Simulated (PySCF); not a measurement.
Compound: C₂ClF₃.
Z-matrix (Å and degrees, PBE0-D3(BJ)/def2-TZVP geometry), rows numbered from 1:
```
F 
C   1  1.3086
F   2  1.3068  1  112.56
C   2  1.3242  1  123.39  3  -179.98
F   4  1.3242  2  120.35  1    -0.00
Cl  4  1.6929  2  123.89  1   180.00
```

Computed at PBE0/pcSseg-2 (PySCF, non-relativistic), with Q(35Cl) = −0.0817 b: Cl6, 35Cl (I = 3/2): χzz = -77.54 MHz, η = 0.010.

**Question.** Where would the pure quadrupole (NQR) lines of 35Cl at Cl6 fall for the rigid, isolated species?

**Answer.** From ν = (|χ|/2)√(1 + η²/3): ν = 38.77 MHz (vinyl chlorine). For 37Cl the ratio of quadrupole moments, 0.7881, gives 30.56 MHz.

**Question.** Apply the simplest Townes–Dailey estimate (no s hybridisation, no π bonding), ionic character = 1 − χzz/χ0, where χ0 is the coupling for one missing p electron along the bond: −109.74 MHz for 35Cl.

**Answer.** Cl6 on C4: 1 − (-77.54)/(-109.74) = 0.29. In this model a purely covalent bond gives χ0 and a free halide ion gives zero; s hybridisation or π bonding, where present, is counted here as ionic character.

In a crystal, neighbours and librations shift these lines. Isolated species at its PBE0-D3(BJ)/def2-TZVP geometry, gas phase.
